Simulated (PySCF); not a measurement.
SiH2, SMILES [SiH2] (connectivity only; charge and spin as stated), neutral, multiplicity 1. Heavy atoms are numbered as in [SiH2:1]. Hydrogens are named by the atom that carries them.

The structure is a stationary point at r2SCAN-D4/def2-TZVPD. The isomer is the one that the SMILES or the coordinates give; other isomers of the formula were not compared.

The numbers are results of PySCF with HF/pcSseg-2, not measurements.

GIAO shieldings, no solvent; atoms alike by connectivity are averaged. δ = σ(ref) − σ: ²⁹Si against TMS (σ = 383.2 ppm); ¹H against TMS (σ = 31.98 ppm), references at their B3LYP-D3(BJ)/def2-TZVP geometries, non-relativistic.

```
nucleus       atoms  count  δ (ppm)
-------  ----------  -----  -------
²⁹Si     Si1 (SiH2)      1    752.5
¹H         H on Si1      2    13.57
```
